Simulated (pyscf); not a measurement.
# Concerted two-bond exchange: Cl atom (Cl•) + F–CH(Cl)–Cl -> Cl–C•(Cl)–Cl + hydrogen fluoride (HF)

Gas phase, doublet surface, charge 0. Bonds broken: C2–H5, C2–F6. Bonds formed: Cl1–C2, H5–F6. Structures and frequencies: ωB97X-D3(BJ)/def2-SVP in PySCF.

Transition state (Å):

```xyz
6

Cl    -0.3792    -1.0546     1.6878
C     -1.1189    -0.1176    -0.1018
Cl    -1.0030    -1.3285    -1.2900
Cl    -2.6791     0.4144     0.3158
H     -0.2024     0.4565     0.2318
F     -0.4961     1.3272    -1.0204
```

One imaginary mode, 1104i cm⁻¹; descent along it reached the two sides named.

```csv
bond,change,reactant side (Å),saddle,product side
C2–H5,breaks,1.106,1.132,2.222
C2–F6,breaks,1.336,1.822,3.0
Cl1–C2,forms,3.3,2.151,1.704
H5–F6,forms,2.005,1.553,0.925
```

Electronic energies relative to the separated reactants (kJ/mol):

| level | barrier | reaction energy | reverse barrier |
|---|---|---|---|
| ωB97X-D3(BJ)/def2-TZVP | 241.8 | -22.3 | 264.0 |
| PBE/def2-TZVP | 165.8 | -38.5 | 204.3 |
| r²SCAN/def2-TZVP | 189.7 | -33.2 | 222.9 |
| B3LYP-D3(BJ)/def2-TZVP | 211.2 | -21.2 | 232.4 |
| PBE0-D3(BJ)/def2-TZVP | 216.6 | -30.6 | 247.2 |
| M06-2X/def2-TZVP | 256.5 | -15.6 | 272.1 |
| ωB97M-D3(BJ)/def2-TZVP | 242.9 | -15.0 | 257.9 |
| HF/def2-TZVP | 364.0 | +30.8 | 333.2 |

With ωB97M-D3(BJ)/def2-TZVP energies and thermal terms (ideal gas, 1 atm, RRHO with modes under 100 cm⁻¹ raised to 100, one conformer, R ln 2 for chiral ones without a mode under 150 cm⁻¹), in kJ/mol:

| T (K) | ΔH‡ | ΔG‡ | ΔH | ΔG |
|---|---|---|---|---|
| 298 | 231.6 | 263.6 | -25.2 | -32.2 |
| 600 | 232.9 | 295.4 | -23.1 | -40.3 |
| 900 | 233.2 | 326.6 | -23.2 | -48.9 |
| 1200 | 233.1 | 357.7 | -24.6 | -57.3 |

This saddle turned up in a search for another step; its sides and bond changes are read from the two ends of the descent. This is the saddle that the search found; another between the same sides may lie lower. Left out: orbital degeneracy and the spin-orbit lowering of Cl.
